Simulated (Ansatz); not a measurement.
For zinc-blende GaSb, PBE+SOC in Ansatz (plane waves, PAW) gives:

- lattice constant a = 6.216 Å
- bulk modulus B0 = 44.3 GPa
- band gap at the measured cell = 0.00 eV

What does r²SCAN in Ansatz (PAW) give for the same quantities?


- lattice constant a: 6.132 Å (drops by 1.4 %)
- bulk modulus: 53.4 GPa (grows by 21 %)
- band gap at the measured cell: 0.55 eV (increases by 0.55 eV)

For comparison: lattice constant a 6.096 Å (measured, 300 K, not corrected to a static lattice; as tabulated in Vurgaftman et al. (2001), doi:10.1063/1.1368156); bulk modulus 57 GPa (measured, temperature not stated, no zero-point or thermal correction; as tabulated in Toher et al. (2017), arXiv:1611.05714); band gap 0.84 eV (measured, zero-point shift of 0.03 eV (the table's estimate, ZP (est)) added back here, E0, Γ; inputs from arXiv:2302.06325).

Changes are worked out from the printed values.

Unless a cell is named, each level is at its own relaxed cell (PBE+SOC 30.02, r²SCAN 28.82 Å³/atom).

Spin–orbit coupling is included only where a level's name says +SOC; with heavier elements it mostly lowers gaps and can invert bands. A gap of zero means that the bands touch or overlap. Density-functional gaps are differences of (generalised) Kohn–Sham levels.

Ansatz's density-functional and Hartree–Fock values are scalar-relativistic unless marked +SOC, with PAW data made under PBE.

Ansatz is an electronic-structure program.
